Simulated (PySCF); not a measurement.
C₅H₅F.
Structure used (PBE0-D3(BJ)/def2-SVP), in Å, numbered top down from 1:
```
atom  x, y, z in Å
C1     1.9301   -0.9794    0.8214
C2     1.2723   -0.3504   -0.1581
F3     1.8822   -0.0595   -1.3099
C4    -0.0971    0.0664   -0.0898
C5    -1.1436    0.6356   -0.6181
C6    -1.3223    0.0975    0.7682
H7     1.4137   -1.2079    1.7531
H8     2.9753   -1.2657    0.6973
H9    -1.6114    1.1498   -1.4527
H10   -1.8965   -0.8296    0.9272
H11   -1.3675    0.7903    1.6241
```

The closed-shell ground state was solved at several levels (PySCF, density fitting, gas phase, non-relativistic).

| level | basis functions | HOMO (eV) | LUMO (eV) | gap (eV) | dipole (D) |
| --- | --- | --- | --- | --- | --- |
| PBE0/6-31G | 64 | -6.65 | -0.98 | 5.67 | 1.26 |
| PBE0/cc-pVDZ | 109 | -6.70 | -1.08 | 5.62 | 0.87 |
| PBE0/aug-cc-pVDZ | 183 | -6.83 | -1.34 | 5.49 | 1.06 |
| PBE0/STO-3G | 35 | -4.58 | 1.74 | 6.32 | 0.17 |
| B97-2/pcSseg-2 | 286 | -6.62 | -1.38 | 5.24 | 1.07 |
| PBE/pcSseg-2 | 286 | -5.84 | -2.26 | 3.58 | 0.97 |
| B3LYP/pcSseg-2 | 286 | -6.67 | -1.55 | 5.12 | 1.09 |

What might PBE0/pcSseg-2 (286 basis functions) give for the same quantities?

HOMO -6.86 eV, LUMO -1.34 eV, gap 5.52 eV, dipole 1.08 D.

Over all these levels, which gives the widest orbital gap and which the narrowest?

PBE0/STO-3G (global hybrid, 25 % exact exchange) has the widest, 6.32 eV, and PBE/pcSseg-2 (GGA) the narrowest, 3.58 eV. Functional and basis both differ between the two, so the spread mixes both effects.

How much does the basis alone move the frontier levels among the 5 PBE0 rows (the withheld one included)?

The HOMO by 2.28 eV and the LUMO by 3.08 eV. By rising basis size (HOMO, LUMO in eV): STO-3G -4.58, 1.74; 6-31G -6.65, -0.98; cc-pVDZ -6.70, -1.08; aug-cc-pVDZ -6.83, -1.34; pcSseg-2 -6.86, -1.34.

In the pcSseg-2 basis, how does the gap go with the fixed share of exact exchange?

PBE (0 %) 3.58 eV; B3LYP (20 %) 5.12 eV; B97-2 (21 %) 5.24 eV; PBE0 (25 %) 5.52 eV. Each rise in the share widens the gap here.

How far do the dipole and the HOMO energy spread over the levels?

The dipole runs from 0.17 to 1.26 D (mean 0.95 D) and the HOMO from -6.86 to -4.58 eV.

One conformer stands for the species.
